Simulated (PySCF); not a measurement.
Method: PBE0/[B def2-TZVP, H def2-TZVP], no relativity, density fitting, PySCF. Open shells, if any, are unrestricted.

What shape and geometry does isolated singlet BH₂⁺ take (every ligand bound to B)?

Counting electrons, boron keeps none of its valence electrons outside its bonds, so the VSEPR class is AX2 and the expected shape is linear (D∞h), as computed. The lowest minimum found is a singlet of D∞h symmetry with B–H 1.179 Å (×2); H–B–H 180.0°. Its harmonic wavenumbers are 991 (πu), 2658 (σg+), 2945 (σu+) cm⁻¹ and its dipole moment is 0.00 D about the centre of mass.

This need not be the most stable arrangement of these atoms.
